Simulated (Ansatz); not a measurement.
Consider Rh in the fcc (Cu type) structure (space group Fm-3m, No. 225).

Space group Fm-3m (No. 225); a = b = c = 3.7802 Å, α = β = γ = 90.00°

```json
[
 {"atom": "Rh", "site": "4a", "symmetry": "m-3m", "x": "0.0000", "y": "0.0000", "z": "0.0000"}
]
```
(The calculation used a cell of 1 atom; values per cell refer to that cell.)

All numbers come from PBEsol/PAW in Ansatz (a first-principles code), spin-orbit coupling left out, earlier PAW set.

Now apply this change: full substitution Rh → Ag; the structure is relaxed again.

Measured lattice parameter a: Rh 3.794 Å (static lattice; corrected from measurement; as listed in Daniel Mejia-Rodriguez, S. B. Trickey, Phys. Rev. B (2018)); Ag 4.062 Å (static lattice; corrected from measurement; as listed in Daniel Mejia-Rodriguez, S. B. Trickey, Phys. Rev. B (2018)).

Q: How well does PBEsol reproduce the measured shift?

A: With PBEsol the lattice parameter a moves by +0.275 Å (3.780 → 4.055) against +0.268 Å measured.

Stability against distortions was not tested. All final runs are without spin polarisation.
